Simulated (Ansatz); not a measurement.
Basis sets over 8 cases of the uncorrected interaction energy at PBE with Ansatz (Al to Cl present), each against its own reference: (a) the counterpoise-corrected one, the value in aug-cc-pV5Z; (b) the counterpoise-corrected one, the value in aug-pcseg-3. By their distance from other large sets or by the extrapolation step the references are unsure by up to roughly 0.01 kcal/mol. Rigid monomers at fixed geometries; electronic energies; no added dispersion term; no relativity. Cartesian d functions in some cases of 6-31G**, 6-311G**. (X+d) sets on Al to Cl for cc-pVXZ and aug-cc-pVXZ. 

Cases are drawn at random; left out are references unsure by over 0.033 kcal/mol, doubtful singlets, and cases whose largest runs show a restricted determinant unstable towards unrestricted orbitals, <S^2> over 0.1 too high or, where CCSD(T) ran, T1 over 0.025 (0.045 for open shells). Sets are drawn from those converged to one state in every case.

Cases (SMILES) and reference values:
- [H][H] (H2) with [SiH3][SiH3] (Si2H6): -0.20 kcal/mol (b)
- [SiH4] (SiH4) with CC#N: -0.49 kcal/mol (b)
- Cl (HCl) with Cl (HCl): -1.98 kcal/mol (a)
- F (HF) with S (H2S): -6.34 kcal/mol (b)
- P (PH3) with C=CC: -0.38 kcal/mol (b)
- O (H2O) with FCl (F-Cl): -6.93 kcal/mol (b)
- F (HF) with FCl (F-Cl): -1.96 kcal/mol (b)
- O (H2O) with FCl (F-Cl): -7.95 kcal/mol (b)

| basis | functions over def2-SVP (largest species, mean of cases) | mean signed deviation (kcal/mol) | mean absolute | largest | within 0.1 kcal/mol |
|---|---|---|---|---|---|
| pcseg-0 | 0.6 | -2.14 | 2.14 | 4.57 | 1 of 8 |
| 6-31G | 0.6 | -1.24 | 1.24 | 2.98 | 2 of 8 |
| 3-21G | 0.6 | -3.27 | 3.27 | 7.63 | 0 of 8 |
| def2-SV(P) | 0.8 | -1.89 | 1.89 | 3.90 | 0 of 8 |
| def2-SVP | 1.0 | -1.75 | 1.75 | 3.73 | 0 of 8 |
| 6-31G** | 1.0 | -1.23 | 1.32 | 3.11 | 1 of 8 |
| 6-311G** | 1.3 | -1.31 | 1.38 | 4.05 | 2 of 8 |
| def2-SVPD | 1.5 | -0.80 | 0.80 | 1.09 | 0 of 8 |
| def2-TZVP | 1.9 | -0.45 | 0.46 | 1.10 | 2 of 8 |
| 6-311++G(2d,2p) | 2.0 | -0.34 | 0.34 | 0.71 | 2 of 8 |
| cc-pVTZ | 2.3 | -0.70 | 0.70 | 2.03 | 1 of 8 |
| def2-TZVPP | 2.4 | -0.40 | 0.40 | 0.97 | 2 of 8 |
| jun-cc-pV(T+d)Z | 2.7 | -0.05 | 0.05 | 0.11 | 7 of 8 |
| 6-311++G(3df,3pd) | 3.0 | -0.24 | 0.24 | 0.44 | 2 of 8 |
| aug-pcseg-2 | 3.5 | -0.05 | 0.05 | 0.10 | 8 of 8 |
| def2-QZVP | 4.6 | -0.15 | 0.15 | 0.38 | 4 of 8 |
| pcseg-3 | 4.7 | -0.03 | 0.03 | 0.07 | 8 of 8 |
| def2-QZVPPD | 5.1 | -0.01 | 0.01 | 0.03 | 8 of 8 |
| aug-cc-pVQZ | 6.4 | -0.04 | 0.04 | 0.05 | 8 of 8 |
| aug-pcseg-3 | 6.7 | -0.01 | 0.01 | 0.02 | 8 of 8 |

Among the sets for which every case ran a larger relative (same family, alike in diffuse functions, listed or not), the smallest listed that holds all cases within 0.1 kcal/mol together with them is aug-pcseg-2, at 3.5 times the functions of def2-SVP. Inside, though some case ran no larger relative to test it: pcseg-3, def2-QZVPPD, aug-cc-pVQZ, aug-pcseg-3. Largest deviations of relatives not listed, over the cases that ran them: aug-cc-pV5Z 0.02, pcseg-4 0.03 kcal/mol. A case lies within its reference's uncertainty of the window's edge in def2-TZVPP, jun-cc-pV(T+d)Z, aug-pcseg-2. These figures hold for the cases listed.

Ansatz is a program for electronic structure.
